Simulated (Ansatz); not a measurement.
# AlBH2: the cost of one run

Method: def2-QZVPP, core rule «outside noble gas», up to 6 orbitals frozen; program: Ansatz 0.2.0, Gaussian basis.

The runs, in order: UHF; ROHF; CCSD(T) on UHF.

2 further runs of the same task are left out: 2 set aside as unsound or not needed.

## Step 1: The geometry

The geometry is a PBE0/def2-TZVP stationary point (not a proven minimum) of the parent state, kept for this charge and spin.

4 atoms, charge 1, spin multiplicity 4.

Atoms are counted from 1 here; the program's logs count them from 0.

Bond lengths: B1–Al2 1.909 Å, B1–H3 1.183 Å, Al2–H4 1.571 Å. Angles: Al2–B1–H3 180.0°, B1–Al2–H4 180.0°.

## Step 2: UHF

File in.yaml:

```yaml
crystal:
  periodic: [false, false, false]
  atoms:
    - {symbol: B, position_ang: [0.000000, 0.000000, 1.051329]}
    - {symbol: Al, position_ang: [0.000000, 0.000000, -0.857484]}
    - {symbol: H, position_ang: [0.000000, 0.000000, 2.234417]}
    - {symbol: H, position_ang: [0.000000, 0.000000, -2.428262]}
basis:
  gaussian: {orbitals: "def2-QZVPP.json"}
total_charge: 1
magnetization: {spin_polarized: true, initial_magnetization: 3}
hamiltonian: {xc: hf}
output: {orbitals: {seedname: orbitals}}
```

On the command line:

```sh
> ansatz run in.yaml --threads 1 --pin off --events-out ev --progress --plain --max-ram 2393MiB
```

Q: Estimate wall time and peak memory on 1 thread of Arm Neoverse N1, shared host.

About 7.5 s, with a peak of 0.29 GiB.
